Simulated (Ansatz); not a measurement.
A made-up structure of AlBH3, doublet:

```csv
atom,x (Å),y (Å),z (Å)
B1,0.4402,-0.8069,0.4907
Al2,-0.2560,0.4705,-0.2862
H3,0.8459,-1.5526,0.9445
H4,-1.8807,0.4136,-0.2225
H5,0.8506,1.4755,-0.9265
```

It is relaxed with PBE-D4/def2-SVP and then PBE0-D4/def2-TZVP (Ansatz 0.2.0). Atoms count as bonded within 1.22 times the sum of their covalent radii (H–H: 0.88 Å). The end point is not checked to be a true minimum.

(1) Does its bonding change? (Judge from chemistry; the calculation decides.)

Answers

(1) Computed: No: no bond forms or breaks.

Where it ends: The first stage lowers the energy by 2.91 eV in 5 steps. It ends as AlBH₃ ([BH][AlH2]):
```
atom    x (Å)    y (Å)    z (Å)
  B1   0.5432  -0.9963   0.6060
 Al2  -0.3166   0.5808  -0.3533
  H3   1.0448  -1.9166   1.1658
  H4  -1.9005   0.6747  -0.3835
  H5   0.6291   1.6575  -1.0351
```

Labels in which every atom is bracketed show which atoms are joined, not bond orders.

For scale, one of the runs: PBE0-D4/def2-TZVP relaxation, 86 basis functions, launched by `ansatz run in.yaml --threads 2 --pin off --events-out ev --progress --plain --max-ram 4352MiB`. The run took about 9 s on 2 CPU threads of an Intel Xeon Platinum 8259CL (shared host).
